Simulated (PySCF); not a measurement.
Protonation sites of 2-propanimine

System: 2-propanimine, `CC(C)=N` (C3H7N). Non-hydrogen atoms are numbered in `[CH3:1][C:2]([CH3:3])=[NH:4]`.

Computed at ωB97X-D3(BJ)/def2-TZVP // PBE0-D3(BJ)/def2-SVP with PySCF (density fitting, grid level 2). Thermal corrections: PBE0-D3(BJ)/def2-SVP frequencies, unscaled, ideal gas at 298.15 K and 1 bar, quasi-RRHO entropy.

| site | product | PA / eV | GB / eV |
| --- | --- | --- | --- |
| N4 (imine nitrogen) | `CC(C)=[NH2+]` | 9.93 | 9.59 |

PA is −ΔH and GB is −ΔG of B + H⁺ → BH⁺ in the gas phase. Sites whose products fell apart, merged with another or lost in a GFN2-xTB screen aren't listed.

In benzonitrile the product from N4 is solvated 2.39 eV more strongly than the parent (electrostatics only).

Proton affinity (−ΔH), Gas-phase basicity (−ΔG): the gap is larger than usual, and may come from another state, site, conformer or species, from the functional or basis, or from an outlying measurement.

Measured values (NIST Chemistry WebBook, evaluated or the median of agreeing entries): proton affinity (−ΔH) 932 kJ/mol (computed 958, difference 26); gas-phase basicity (−ΔG) 898 kJ/mol (computed 925, difference 27).

Run with `OMP_NUM_THREADS=1 python redox_run.py task.json out` on 1 thread of Arm Neoverse V2, a shared host. Structures, frequencies and single points: 4.5 min of wall time.
